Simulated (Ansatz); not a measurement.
# Si₂ (singlet): the correlation ladder, cc-pVTZ

One table from this session's results is given with a row withheld; the runs are named, their logs left out.

The runs use Ansatz 0.2.0, Gaussian basis; cc-pVTZ, core rule «outside noble gas», up to 10 orbitals frozen.

To be run: UHF; CCSD(T) on RHF; CCSD(T) on UHF; BCCD(T) on RHF; CISD; CCSDT(Q) on RHF; CCSDT(Q) on UHF; CASSCF and MRCISD+Q, 8 electrons in 8 orbitals; CASSCF and NEVPT2, 8 electrons in 8 orbitals.

11 further runs of the same task are left out: 2 that didn't finish, 9 set aside as unsound or not needed.

## The system

The geometry is a PBE0/def2-TZVP stationary point (not a proven minimum).

2 atoms, charge 0, spin multiplicity 1.

Atoms are counted from 1 here; the program's logs count them from 0.

Bond lengths: Si1–Si2 2.286 Å.

Geometry (Å):

```mol
Si2
  3D, bonds by distance, orders not assigned

  2  1  0  0  0  0  0  0  0  0999 V2000
    0.0000    0.0000    0.0000 Si  0  0
    0.0000    0.0000    2.2861 Si  0  0
  1  2  8  0
M  END
```

The first run:

Input file in.yaml:

```yaml
crystal:
  periodic: [false, false, false]
  atoms:
    - {symbol: Si, position_ang: [0.000000, 0.000000, 0.000000]}
    - {symbol: Si, position_ang: [0.000000, 0.000000, 2.286080]}
basis:
  gaussian: {orbitals: cc-pVTZ}
magnetization: {spin_polarized: true, initial_magnetization: 0}
hamiltonian: {xc: hf}
output: {orbitals: {seedname: orbitals}}
```

The run is started by

```sh
ansatz run in.yaml --threads 1 --pin off --events-out ev --progress --plain --max-ram 2393MiB
```

Among the steps run: UHF; CCSD(T) on RHF; CCSD(T) on UHF; BCCD(T) on RHF; CISD; CCSDT(Q) on RHF; CCSDT(Q) on UHF; CASSCF and MRCISD+Q, 8 electrons in 8 orbitals; CASSCF and NEVPT2, 8 electrons in 8 orbitals.

One table of the session follows, with a row left open; its other results are not shown here.

```
          method  from RCCSDT(Q) (kJ/mol)
             RHF                   +598.8
             UHF                   +509.9
            RMP2                   +142.2
            UMP2                    +95.6
            CISD                   +101.2
           RCCSD                    +48.6
           UCCSD                     +9.7
        RCCSD(T)                    +14.1
        UCCSD(T)                    -22.6
         BCCD(T)                    +14.1
          RCCSDT                     +7.2
          UCCSDT                    -37.1
       RCCSDT(Q)                        0
       UCCSDT(Q)                        ?
  CASSCF valence                   +385.0
  NEVPT2 valence                   +116.4
  MRCISD valence                    +47.2
MRCISD+Q valence                    +14.8
```

Q: Estimate the row for UCCSDT(Q) from the others.

The run gave: from RCCSDT(Q) (kJ/mol): -45.8. In the column «from RCCSDT(Q) (kJ/mol)» it is the lowest.

The program flags UCCSD(T), UCCSDT(Q) as in doubt (see the logs), so those rows may rest on another solution; read them beside their warnings.

To keep in mind: The determinant is far from a pure spin state, so its energy mixes those of several spin states (harmless only where they are near-degenerate, as at dissociation). The program flags UCCSD(T), UCCSDT(Q) as in doubt, so those rows may rest on another solution; read them beside their warnings. Warnings: restricted reference is unstable; spin contamination; coupled cluster took another determinant than the lowest. Restricted and unrestricted rows rest on different reference determinants; where their highest levels disagree by more than a few hundredths of an eV, they describe different states and don't form one ladder.
